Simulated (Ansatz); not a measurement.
The cluster P₃. The state is a doublet with charge 0. Geometry PBE0-D4/def2-TZVP, basis def2-TZVP, Ansatz.

Cartesian coordinates in Å:
```
P -1.683 0.874 0.431
P 0.000 0.000 -0.001
P 1.683 -0.874 -0.430
```

```csv
run,HOMO (eV),LUMO (eV)
A,-8.07,-2.62
B,-5.51,-5.30
C,-6.37,-4.43
D,-5.71,-5.07
```

Another isomer (doublet) lies 1.40 eV lower at PBE0-D4/def2-TZVP; other spin states weren't run for this one.

HOMO and LUMO are taken over both spins.

Q: The runs used PBE, PBE0, r2SCAN, ωB97M-V. Estimate which is which.

A: A ωB97M-V (range-separated); B PBE (0 % exact exchange); C PBE0 (25 % exact exchange); D r2SCAN (0 % exact exchange). Exact exchange lowers occupied and raises empty levels; among semilocal functionals meta-GGAs tend to open the gap a little, and such runs are hard to tell apart. The gap grows from 0.21 eV (PBE) to 5.46 eV (ωB97M-V).
